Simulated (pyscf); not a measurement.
# Routes from `[OH][BH][OH]` + `[CH4]`

Candidate steps break at most two bonds and form at most two. Each was searched with GFN2-xTB (tblite) first. PySCF, gas phase, ωB97X-D3(BJ)/def2-SVP geometries. Energies: ωB97M-D3(BJ)/def2-TZVP, kcal/mol, from the separated reactants, singlet surface; ΔG‡ with ideal gas, 1 atm, RRHO with modes under 100 cm⁻¹ raised to 100, one conformer, R ln 2 for chiral ones without a mode under 150 cm⁻¹.

```
products                           type    ΔE‡     ΔE  ΔG‡ 298 K  ΔG‡ 900 K  ν‡ (cm⁻¹)
-----------------  --------------------  -----  -----  ---------  ---------  ---------
H₃C–B(OH)–OH + H₂  four-centre exchange   61.6   +5.3       69.4       87.7      1323i
H₂O + H₃C–BH–OH    four-centre exchange   65.0  +34.1       72.6       91.7      1452i
HO–BH–OH + CH₄     four-centre exchange  102.9    0.0      111.9      130.4      1368i
```

Row 2: On the product side the descent ends in a complex (not fully relaxed), 5.8 kcal/mol under the separated species and 37.4 kcal/mol under the saddle at ωB97X-D3(BJ)/def2-TZVP. 

Plain bond fissions and candidates not yet searched are not listed, and one of them may be faster. Each barrier is that of the saddle found; lower ones may exist.
